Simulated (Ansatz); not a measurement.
# CH2O3: the cost of one run

Method: the levels named in each step, in Ansatz 0.2.0.

### Step 1. Starting point

Bond lengths: O1–C2 1.196 Å, C2–O3 1.329 Å, C2–O4 1.328 Å, O3–H5 0.968 Å, O4–H6 0.968 Å. Angles: O1–C2–O3 125.2°, O1–C2–O4 124.7°, O3–C2–O4 110.1°, C2–O3–H5 110.3°, C2–O4–H6 110.3°.

Coordinates:

```xyz
6

O    -0.0131    1.2765    0.1645
C    -0.0007    0.0900    0.0117
O     1.0926   -0.6622   -0.0575
O    -1.0851   -0.6671   -0.1139
H     1.8845   -0.1129    0.0337
H    -1.8832   -0.1215   -0.0639
```

### Step 2. A rough first relaxation, PBE-D4/def2-SVP

This run stands in another session on the same molecule. It ended at:

```xyz
6

O    -0.0092    1.2873    0.1662
C    -0.0015    0.0822    0.0093
O     1.0968   -0.6945   -0.0616
O    -1.0902   -0.7010   -0.1184
H     1.8515   -0.0803    0.0377
H    -1.8525   -0.0910   -0.0585
```

### Step 3. Relaxation, r2SCAN-D4/def2-TZVPP

The input, input.yaml:

```yaml
crystal:
  periodic: [false, false, false]
  atoms:
    - { symbol: O, position_ang: [-0.0092034, 1.28730588, 0.16615119] }
    - { symbol: C, position_ang: [-0.00153143, 0.08218029, 0.0092524] }
    - { symbol: O, position_ang: [1.09679772, -0.6944819, -0.06161263] }
    - { symbol: O, position_ang: [-1.09017239, -0.70097241, -0.11844664] }
    - { symbol: H, position_ang: [1.85146952, -0.08025879, 0.03770317] }
    - { symbol: H, position_ang: [-1.85245002, -0.09103307, -0.05851748] }
basis:
  gaussian: { orbitals: def2-TZVPP }
hamiltonian:
  xc: r2scan
  dispersion: d4
relax:
  f_tol: 0.002
  max_steps: 150
```

Launch:

```
ansatz run input.yaml --threads 4 --pin off --max-ram 10240MiB --backend cpu --events-out ev --progress --plain --runs-dir out
```

What time and memory should one allow on 4 threads of Intel Xeon at 2.50GHz (Skylake/Cascade Lake), shared host?

About 49 s, with a peak of 0.25 GiB.
